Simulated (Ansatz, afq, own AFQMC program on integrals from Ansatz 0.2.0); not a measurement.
Where AFQMC and coupled cluster stand for SiH$_{2}$O, singlet

```yaml
atoms:
  - { symbol: Si, position_ang: [0.0000, -0.1097, 0.5547] }
  - { symbol: O, position_ang: [0.0000, 0.1470, -0.9394] }
  - { symbol: H, position_ang: [0.0000, 1.3754, 0.9292] }
  - { symbol: H, position_ang: [0.0000, -0.6506, -1.4753] }
```

Connectivity, by distances: SiH–OH.

Basis cc-pVDZ. Noble-gas cores (and the filled d shells of Ga–Kr and In–Xe) are frozen. Ansatz 0.2.0 and our own AFQMC program on the same integrals; the CISD trial comes from CCSD amplitudes, and released means the phaseless constraint is let go. ± is one standard error of the sampling.

Determinant: UHF, the one that the program's search chose, which needn't be the lowest solution. The geometry is a point of a scan.

No full CI on the walks' own integrals is used here; CCSDT(Q) serves as the reference and is uncertain by about the last step of the cluster series.

Cautions: the determinant is a saddle point among determinants of its kind.

The T1 diagnostic is 0.0151, the weight of the determinant in the CISD state is 0.883 and the ⟨S²⟩ of the determinant is 0.000. The size of the correlated space is 12 electrons in 36 orbitals.

Reference: CCSDT(Q), correlation energy -8.249 eV. The released energy is read at 0.99 1/Eh, later times being too noisy (meV from the phaseless value at times in 1/Eh: -18 ± 17 at 0.24, -19 ± 16 at 0.51, -34 ± 16 at 0.99, -66 ± 29 at 1.62, -50 ± 28 at 2.40).

```json
{"level": "HF", "E − E(reference) (kJ/mol)": "795.9", "share of correlation (%)": "0.00"}
{"level": "MP2", "E − E(reference) (kJ/mol)": "83.3", "share of correlation (%)": "89.53"}
{"level": "CCSD", "E − E(reference) (kJ/mol)": "21.0", "share of correlation (%)": "97.37"}
{"level": "CCSD(T)", "E − E(reference) (kJ/mol)": "3.5", "share of correlation (%)": "99.57"}
{"level": "CCSDT", "E − E(reference) (kJ/mol)": "2.0", "share of correlation (%)": "99.75"}
{"level": "ph-AFQMC/CISD", "E − E(reference) (kJ/mol)": "3.4 ± 1.0", "share of correlation (%)": "99.58"}
{"level": "released AFQMC", "E − E(reference) (kJ/mol)": "0.1 ± 1.5", "share of correlation (%)": "99.99"}
```

A walk keeps the symmetry of its determinant, which the program's search chose and which needn't be the lowest solution, so a lower state of the same spin and another symmetry isn't excluded. Released energies are given only where the last usable release times agree within the noise; a slower fall can still hide under it.
